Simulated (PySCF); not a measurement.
# CH2BCl (SMILES B[C]Cl): UHF-D3(0)/6-311G(d) (Cartesian functions, NVT Berendsen dynamics)

Aim: a short trajectory of CH2BCl. 

The results are computed with PySCF 2.14.0.

6 further runs of the same task are left out: 6 set aside as unsound or not needed.

## Step 1: The molecule

The species is CH2BCl (5 atoms), meant as a triplet with charge 0. As SMILES, `B[C]Cl`. Geometry: relaxed at GFN2-xTB. The run starts from this shape.

Bond lengths: B1–C2 1.474 Å, C2–Cl3 1.628 Å, B1–H4 1.177 Å, B1–H5 1.169 Å. Angles: B1–C2–Cl3 141.8°, C2–B1–H4 120.1°, C2–B1–H5 119.8°, H4–B1–H5 120.1°.

## Step 2: A short trajectory at UHF-D3(0)/6-311G(d) (Cartesian functions, NVT Berendsen dynamics)

run.py reads:

```python
import numpy
from pyscf import gto
from pyscf import md

mol = gto.M(
    atom='''
B
C 1 1.473829
Cl 2 1.628087 1 141.76241
H 1 1.177393 2 120.10475 3 -0.24521
H 1 1.169444 4 120.11671 2 -179.97351
''',
    spin=2,
    verbose=0,
    basis='6-311g*',
    max_memory=1860,
    cart=True,
)

mf = mol.UHF()
mf.disp = 'd3zero'
mf = mf.newton()
veloc = md.distributions.MaxwellBoltzmannVelocity(mol, T=300, rng=numpy.random.default_rng(549))
frames = []
dyn = md.integrators.NVTBerendson(mf.nuc_grad_method().as_scanner(), dt=41.3, steps=25, veloc=veloc, T=300, taut=500, incore_anyway=True, frames=frames)
dyn.run()
print('time (au)  E_pot  E_kin  E_tot')
for f in frames:
    print('%8.1f %15.8f %12.8f %15.8f' % (f.time, f.epot, f.ekin, f.etot))
```

On the command line:

```sh
OMP_NUM_THREADS=1 python run.py
```

Log:

```text
x                y                z
[... 265 lines left out ...]
1 C     2.7949101891     0.3439466886    -0.2344679972
2 Cl     5.2664884921    -0.1206826678     2.0070522601
3 H    -1.0939732886    -0.0367065114     1.8687426803
4 H    -1.4379926092     0.3497393003    -1.8660437677
         x                y                z
0 B     0.0001767747     0.0002336796    -0.0001545503
1 C    -0.0000084883     0.0003094488     0.0000704880
2 Cl    -0.0000688516    -0.0001190701     0.0000134287
3 H     0.0007494294    -0.0000996504    -0.0000687186
4 H    -0.0000890259     0.0006492646     0.0009056225
         x                y                z
0 B    -0.1706227646     0.1900888036    -0.0441619996
1 C     2.7947064679     0.3567082042    -0.2306758683
2 Cl     5.2631871542    -0.1256368480     2.0073061702
3 H    -1.0688025229    -0.0435887395     1.8819274308
4 H    -1.4411995874     0.3775195225    -1.8308218912
         x                y                z
0 B     0.0002589555     0.0002534505    -0.0001980653
1 C     0.0000008389     0.0003011706     0.0001099233
2 Cl    -0.0000893841    -0.0001179422    -0.0000013906
3 H     0.0004713236    -0.0002308166     0.0006626988
4 H    -0.0001048543     0.0006875104     0.0007050718
         x                y                z
0 B    -0.1581480299     0.2010021960    -0.0530419696
1 C     2.7949800494     0.3690270268    -0.2253140017
2 Cl     5.2590449224    -0.1305044397     2.0069364533
3 H    -1.0547232609    -0.0559280350     1.9239296962
4 H    -1.4467244770     0.4069925369    -1.8073280909
         x                y                z
0 B     0.0003342342     0.0002687147    -0.0002094663
1 C     0.0000147086     0.0002906048     0.0001462851
2 Cl    -0.0001096967    -0.0001158128    -0.0000163750
3 H     0.0002688090    -0.0003471631     0.0012051826
4 H    -0.0001833232     0.0007335538     0.0003817027
time (au)  E_pot  E_kin  E_tot
     0.0   -523.13403406   0.00684339   -523.12719067
    41.3   -523.13469766   0.00754429   -523.12715337
    82.6   -523.13448223   0.00734792   -523.12713431
[... 21 lines of this table left out ...]
   991.2   -523.13261323   0.00643572   -523.12617751
```

Wall time 80 s (1 thread of Intel Xeon Platinum 8259CL at 2.50GHz (Skylake/Cascade Lake), shared host); peak memory 0.15 GiB.

Step by step:

| step | potential energy change (eV) |
| --- | --- |
| 0 | 0.0000 |
| 1 | -0.0181 |
| 2 | -0.0122 |
| 3 | -0.0036 |
| 4 | -0.0114 |
| 5 | -0.0407 |
| 6 | -0.0786 |
| 7 | -0.0997 |
| 8 | -0.0847 |
| 9 | -0.0442 |
| 10 | -0.0152 |
| 11 | -0.0187 |
| 12 | -0.0334 |
| 13 | -0.0285 |
| 14 | 0.0015 |
| 15 | 0.0405 |
| 16 | 0.0680 |
| 17 | 0.0716 |
| 18 | 0.0540 |
| 19 | 0.0346 |
| 20 | 0.0365 |
| 21 | 0.0624 |
| 22 | 0.0839 |
| 23 | 0.0728 |
| 24 | 0.0387 |
